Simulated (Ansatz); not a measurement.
Input for Ansatz (development build ahead of 0.2.0):

```yaml
crystal:
  periodic: [false, false, false]
  atoms:
    - { symbol: B, position_ang: [0.0, 0.0, -0.84226] }
    - { symbol: "N", position_ang: [0.0, 0.0, 0.66198] }
    - { symbol: H, position_ang: [0.0, -1.08586, -1.14247] }
    - { symbol: H, position_ang: [-0.94038, 0.54293, -1.14247] }
    - { symbol: H, position_ang: [0.94038, 0.54293, -1.14247] }
    - { symbol: H, position_ang: [0.0, 0.8753, 1.00161] }
    - { symbol: H, position_ang: [-0.75803, -0.43765, 1.00161] }
    - { symbol: H, position_ang: [0.75803, -0.43765, 1.00161] }
basis:
  gaussian: { orbitals: def2-TZVP }
hamiltonian:
  xc: hf
```

The input is written out in the form of the current development build from the run's settings.

The run gave:

| Item | Value |
| --- | --- |
| Converged | yes |
| Total energy | -82.62066 hartree |
| Spin squared of the determinant | 0.000 |

Caution: no unrestricted run beside it, a lower state can exist.
